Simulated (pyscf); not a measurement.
Thermochemistry of product channels of `[OH][In]([Cl])[Cl]` on the singlet surface, in kJ/mol, from CCSD(T)/def2-TZVPP + ΔMP2(QZVPP) energies (ideal gas, 1 atm, RRHO with modes under 100 cm⁻¹ raised to 100, one conformer, R ln 2 for chiral ones without a mode under 150 cm⁻¹). Optimised with ωB97X-D3(BJ)/def2-SVP in PySCF. Correlated levels are frozen-core, on RHF or UHF. ΔMP2 is the change of the MP2 total energy from the triple- to the quadruple-zeta basis.

| products | ΔE | ΔH(298 K) | ΔG(600 K) | ΔG(900 K) |
|---|---|---|---|---|
| `[O]=[In][Cl]` + `[ClH]` | … | +300.2 | +232.0 | +198.9 |
| `[OH][In]` [singlet] + `[Cl][Cl]` | … | +317.9 | +241.3 | +204.9 |

What belongs in the gaps?


- `[O]=[In][Cl]` + `[ClH]`, ΔE: +310.7
- `[OH][In]` [singlet] + `[Cl][Cl]`, ΔE: +324.5

These are energies of the channels, which say nothing of barriers. The CCSD(T) − MP2 part came from Ansatz, without density fitting, on the same reference. The frozen core leaves the outer d or s,p core shells of the metals and heavy elements correlated in the MP2 and CC values, and def2-TZVPP describes them poorly, which can shift differences by a few kcal/mol. Elements past Kr carry the def2 core potentials, without spin-orbit coupling.
